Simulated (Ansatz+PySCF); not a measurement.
# singlet NaH₂O(+): levels of theory in one basis

```xyz
4

Na   -0.0360    0.0300   -1.1156
O    -0.0050    0.0310    1.0503
H     0.0472    0.7538    1.6954
H    -0.0197   -0.7331    1.7166
```

Basis set: def2-SVP (spherical functions). Left uncorrelated: 2 orbitals. Charge 1, multiplicity 1.

Computed with Ansatz (development build ahead of 0.2.0); each method stands on the lowest determinant of its kind that the runs found.

| method | E − E(RHF) (eV) | <S²> of the determinant |
| --- | --- | --- |
| RHF | 0.00 | 0.00 |
| RHF-MP2 | -5.61 | – |
| RHF-CCSD(T) | -5.93 | – |

(1) What does RHF-CCSD give on the same scale?

(2) Is a single determinant a sound starting point here?

## Answers

(1) -5.85 eV.

(2) By this sign, yes. Unrestricted orbitals gain 0.00 eV and <S²> is 0.00 against 0.00 for a pure state.
